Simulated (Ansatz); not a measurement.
# singlet Si2H5O−: levels of theory compared

We compute a comparison of 6 runs (HF/STO-3G, HF/3-21G, BHLYP/6-311+G**, PBE/6-311+G**, revPBE/6-311+G**, CCSD/6-311+G**) of singlet Si2H5O−. 

The results are computed with Ansatz 0.2.0.

37 further runs of the same task are left out: 37 set aside as unsound or not needed.

## Step 1: The structure to begin with

Si2H5O− has 8 atoms, charge -1, and is taken as a singlet. As SMILES of the parent species, `[SiH2]O[SiH3]`. The shape is that of a PBE0-D4/def2-TZVP optimisation. This is one conformer, not always the lowest. That shape belongs to the parent species and isn't relaxed for this state.

Bond lengths: Si1–O2 1.637 Å, O2–Si3 1.638 Å, Si1–H4 1.490 Å, Si1–H5 1.494 Å, Si3–H6 1.482 Å, Si3–H7 1.485 Å, Si3–H8 1.486 Å. Angles: Si1–O2–Si3 146.3°, O2–Si1–H4 107.9°, O2–Si1–H5 109.9°, O2–Si3–H6 108.1°, O2–Si3–H7 109.9°, O2–Si3–H8 110.1°, H4–Si1–H5 110.4°, H6–Si3–H7 109.7°, H6–Si3–H8 109.8°, H7–Si3–H8 109.2°.

## Step 2: A single-point energy at HF/STO-3G (run 1)

Contents of molecule.yaml:

```yaml
crystal:
  periodic: [false, false, false]
  atoms:
    - {symbol: Si, position_ang: [-1.281200, 0.933000, -0.865900]}
    - {symbol: O, position_ang: [-0.352300, -0.279200, -0.276900]}
    - {symbol: Si, position_ang: [0.765000, -0.723000, 0.835900]}
    - {symbol: H, position_ang: [-1.902800, 0.458100, -2.133600]}
    - {symbol: H, position_ang: [-0.440600, 2.142000, -1.118700]}
    - {symbol: H, position_ang: [1.291900, -2.054600, 0.453100]}
    - {symbol: H, position_ang: [0.138100, -0.799300, 2.180400]}
    - {symbol: H, position_ang: [1.874100, 0.266000, 0.869800]}
basis:
  gaussian: {orbitals: STO-3G}
total_charge: -1
hamiltonian: {xc: hf}
accuracy: high
output: {orbitals: {seedname: orbitals}}
```

Launch:

```
$ ansatz run molecule.yaml --threads 1 --pin off --max-ram 3480MiB --events-out events.jsonl --progress --plain --runs-dir runs
```

The log of the run:

```text
Warning: RAYON_NUM_THREADS=1 ignored (pool sized by the plan → 1); use --threads N
Functional definition: HF
  name "HF"
  exchange = exact_x
  correlation = 0
532 factors; integrals over basis functions are off by at most 2.6e-8 eV
mean field evaluation 1: about -17624.0412 eV, gradient 1.5e1 eV
mean field evaluation 2: about -17624.1061 eV, gradient 1.5e1 eV
mean field evaluation 4: about -17625.1874 eV, gradient 1.3e0 eV
mean field evaluation 8: about -17625.1996 eV, gradient 2.1e-2 eV
mean field -17625.19959954 eV, -647.7141384936 hartree, gradient 1.9e-8 eV, S^2 0.000000; 0 other end points of the search recorded, 0 dependent functions left out
reference -17625.19959954 eV, -647.7141384936 hartree; 21, 21 occupied and 7, 7 virtual orbitals, 532 factors
Total energy: -17625.19959954 eV, -647.7141384936 hartree
```

Wall time 0.24 s (1 thread of Arm Neoverse V1, shared host).

## Step 3: The energy at HF/3-21G (run 2)

Contents of molecule.yaml:

```yaml
basis:
  gaussian:
    orbitals: 3-21G.json
crystal:
  periodic: [false, false, false]
  atoms:
    - symbol: Si
      position_ang: [-1.281200, 0.933000, -0.865900]
    - symbol: O
      position_ang: [-0.352300, -0.279200, -0.276900]
    - symbol: Si
      position_ang: [0.765000, -0.723000, 0.835900]
    - symbol: H
      position_ang: [-1.902800, 0.458100, -2.133600]
    - symbol: H
      position_ang: [-0.440600, 2.142000, -1.118700]
    - symbol: H
      position_ang: [1.291900, -2.054600, 0.453100]
    - symbol: H
      position_ang: [0.138100, -0.799300, 2.180400]
    - symbol: H
      position_ang: [1.874100, 0.266000, 0.869800]
total_charge: -1
hamiltonian:
  xc: hf
accuracy: high
output: {orbitals: {seedname: orbitals}}
```

The basis set 3-21G is read from a file made from the Basis Set Exchange's data (not shown).

Launch:

```
$ ansatz run molecule.yaml --threads 1 --pin off --max-ram 3480MiB --events-out events.jsonl --progress --plain --runs-dir runs
```

The log of the run:

```text
Warning: RAYON_NUM_THREADS=1 ignored (pool sized by the plan → 1); use --threads N
[... 4 set-up lines as earlier in the session ...]
1027 factors; integrals over basis functions are off by at most 3.1e-9 eV
mean field evaluation 1: about -17744.3692 eV, gradient 1.6e1 eV
mean field evaluation 2: about -17744.7190 eV, gradient 1.6e1 eV
mean field evaluation 4: about -17745.7636 eV, gradient 2.2e0 eV
mean field evaluation 8: about -17745.7814 eV, gradient 1.1e-1 eV
mean field evaluation 16: about -17745.7816 eV, gradient 2.8e-8 eV
mean field -17745.78161960 eV, -652.1454459974 hartree, gradient 2.8e-8 eV, S^2 0.000000; 0 other end points of the search recorded, 0 dependent functions left out
reference -17745.78161960 eV, -652.1454459974 hartree; 21, 21 occupied and 24, 24 virtual orbitals, 1027 factors
Total energy: -17745.78161960 eV, -652.1454459974 hartree
```

Wall time 0.46 s (1 thread of Arm Neoverse V1, shared host); peak memory 0.097 GiB.

Run 3 isn't shown in full; the table further down has it.

## Step 4: The energy at PBE/6-311+G(d,p) (run 4)

molecule.yaml, as its differences from that of step 3:

```diff
@@ -1,4 +1 @@
-basis:
-  gaussian:
-    orbitals: 3-21G.json
 crystal:
@@ -22,5 +19,8 @@
       position_ang: [1.874100, 0.266000, 0.869800]
+basis:
+  gaussian:
+    orbitals: 6-311+G_st__st_-spherical.json
 total_charge: -1
 hamiltonian:
-  xc: hf
+  xc: {name: PBE}
 accuracy: high
```

The basis set 6-311+G** is read from a file made from the Basis Set Exchange's data (not shown).

Launch:

```
$ ansatz run molecule.yaml --threads 1 --pin off --max-ram 3480MiB --events-out events.jsonl --progress --plain --runs-dir runs
```

The log of the run:

```text
Warning: RAYON_NUM_THREADS=1 ignored (pool sized by the plan → 1); use --threads N
Functional definition: PBE
  name "PBE"
  parameter kappa = 0.804
  parameter beta = 0.06672455060314922
  exchange = pbe_x(kappa = kappa, mu = beta*pi^2/3)
  correlation = pbe_c(beta = beta)
2082 factors; integrals over basis functions are off by at most 4.2e-9 eV
mean field evaluation 1: about -17872.6986 eV, gradient 2.7e1 eV
mean field evaluation 2: about -17855.4194 eV, gradient 5.9e1 eV
mean field evaluation 4: about -17874.8653 eV, gradient 4.2e0 eV
mean field evaluation 8: about -17874.9827 eV, gradient 1.9e-1 eV
mean field evaluation 16: about -17874.9829 eV, gradient 1.4e-4 eV
mean field -17874.98288011 eV, -656.8935047454 hartree, gradient 9.0e-8 eV, S^2 0.000000; 0 other end points of the search recorded, 0 dependent functions left out
reference -17874.98288460 eV, -656.8935049103 hartree; 21, 21 occupied and 91, 91 virtual orbitals, 2082 factors
Total energy: -17874.98288460 eV, -656.8935049103 hartree
```

Run time: 8.7 s. Hardware: 1 thread of Arm Neoverse V1, shared host; peak memory 0.28 GiB.

Run 5 isn't shown in full; the table further down has it.

## Step 5: The energy at CCSD/6-311+G(d,p) (run 6)

Contents of job.yaml:

```yaml
crystal:
  periodic: [false, false, false]
  atoms:
    - {symbol: Si, position_ang: [-1.281200, 0.933000, -0.865900]}
    - {symbol: O, position_ang: [-0.352300, -0.279200, -0.276900]}
    - {symbol: Si, position_ang: [0.765000, -0.723000, 0.835900]}
    - {symbol: H, position_ang: [-1.902800, 0.458100, -2.133600]}
    - {symbol: H, position_ang: [-0.440600, 2.142000, -1.118700]}
    - {symbol: H, position_ang: [1.291900, -2.054600, 0.453100]}
    - {symbol: H, position_ang: [0.138100, -0.799300, 2.180400]}
    - {symbol: H, position_ang: [1.874100, 0.266000, 0.869800]}
basis:
  gaussian:
    orbitals: 6-311+G_st__st_-spherical.json
total_charge: -1
correlation:
  method: ccsd
  frozen_orbitals: {H: 0, O: 1, Si: 5}
accuracy: high
scf:
  omitted_lower_state_checks: [cluster_reference, increment]
```

The basis set 6-311+G** is read from a file made from the Basis Set Exchange's data (not shown).

Launch:

```
$ ansatz run job.yaml --threads 1 --pin off --max-ram 3480MiB --events-out events.jsonl --progress --plain --runs-dir runs
```

The log of the run, shortened:

```text
Warning: RAYON_NUM_THREADS=1 ignored (pool sized by the plan → 1); use --threads N
[... 2 set-up lines as earlier in the session ...]
[...]
2082 factors; integrals over basis functions are off by at most 4.2e-9 eV
[...]
mean field -17842.34249011 eV, -655.6939925375 hartree, gradient 2.5e-8 eV, S^2 0.000000; 0 other end points of the search recorded, 0 dependent functions left out
11 core orbitals not correlated: weight in the atoms' cores, before any rotation towards them, 1.000 or more for the frozen orbitals, at most 0.000 for the correlated occupied ones
reference -17842.34249011 eV, -655.6939925375 hartree; 10, 10 occupied and 91, 91 virtual orbitals, 2082 factors
second order -11.25162929 eV of doubles, -0.00000000 eV of singles
cycle   1  -11.87213966 eV  change   -6.2e-1 eV  update   9.6e-2
[...]
cycle  27  -12.37932012 eV  change  -1.5e-11 eV  update   1.4e-9
Total energy: -17854.72181023 eV, -656.1489241608 hartree
Checks for a lower state left out: cluster_reference, increment
```

It took 25 s on 1 thread of Arm Neoverse V1, shared host; peak memory 0.84 GiB.

## Step 6: The series

| run | level | frozen core orbitals | energy (Eh) | HOMO energy (eV) | LUMO energy (eV) | HOMO–LUMO gap (eV) | wall time |
| --- | --- | --- | --- | --- | --- | --- | --- |
| 1 | HF/STO-3G | – | -647.714138 | 5.17 | 18.28 | 13.11 | 0.24 s |
| 2 | HF/3-21G | – | -652.145446 | 0.02 | 8.45 | 8.42 | 0.46 s |
| 3 | BHLYP/6-311+G** | – | -657.248066 | 0.40 | 3.31 | 2.91 | 13 s |
| 4 | PBE/6-311+G** | – | -656.893505 | 1.73 | 2.52 | 0.79 | 8.7 s |
| 5 | revPBE/6-311+G** | – | -657.132967 | 1.78 | 2.49 | 0.71 | 9 s |
| 6 | CCSD/6-311+G** | 11 | -656.148924 | – | – | – | 25 s |

## Step 7: Outcome

| quantity | value |
| --- | --- |
| run 6: total energy | -656.14892 Eh |
| run 6: correlation energy (11 core orbitals frozen) | -454.9 mEh |
| run 6: T1 diagnostic | 0.014 |

What this shows: Over runs 1, 2, 3, 4, 5 the HOMO–LUMO gap runs from 0.71 eV (revPBE/6-311+G**) to 13.11 eV (HF/STO-3G). The two ends differ in method and basis. The empty levels of an anion lie above zero and hang on the basis. Totals of different functionals can't be ranked against each other. In runs 1, 2, 3, 4, 5 the HOMO lies above zero, so the outermost electron may be held by the basis alone. In run 1 the basis is minimal, so the values are rough. All runs together took 57 s, the longest 25 s.
